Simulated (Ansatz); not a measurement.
A made-up structure of C2HS, doublet:

```json
{"atom": "C1", "x (Å)": "-0.1085", "y (Å)": "0.1036", "z (Å)": "1.5197"}
{"atom": "C2", "x (Å)": "-0.1722", "y (Å)": "0.1261", "z (Å)": "0.4668"}
{"atom": "S3", "x (Å)": "-0.4228", "y (Å)": "0.2700", "z (Å)": "-0.8739"}
{"atom": "H4", "x (Å)": "0.7035", "y (Å)": "-0.4998", "z (Å)": "-1.1126"}
```

It is relaxed with PBE-D4/def2-SVP and then PBE0-D4/def2-TZVP (Ansatz 0.2.0). Atoms count as bonded within 1.22 times the sum of their covalent radii (H–H: 0.88 Å). The end point is not checked to be a true minimum.

(1) Does its bonding change? (A judgement: the text doesn't fix the answer.)

Answers

(1) By the calculation: No: no bond forms or breaks.

Where it ends: The first stage lowers the energy by 5.76 eV in 11 steps. It ends as C₂HS ([C][C][SH]):
```xyz
4
angstrom
C -0.1823 0.1598 1.8627
C -0.1866 0.1382 0.5836
S -0.3511 0.2197 -1.0309
H 0.7200 -0.5176 -1.4154
```

Labels in which every atom is bracketed show which atoms are joined, not bond orders.

For scale, one of the runs: PBE0-D4/def2-TZVP relaxation, 105 basis functions, launched by `ansatz run in.yaml --threads 2 --pin off --events-out ev --progress --plain --max-ram 4352MiB`. Hardware: 2 CPU threads of an Intel Xeon Platinum 8259CL, shared host. Wall time about 26 s.
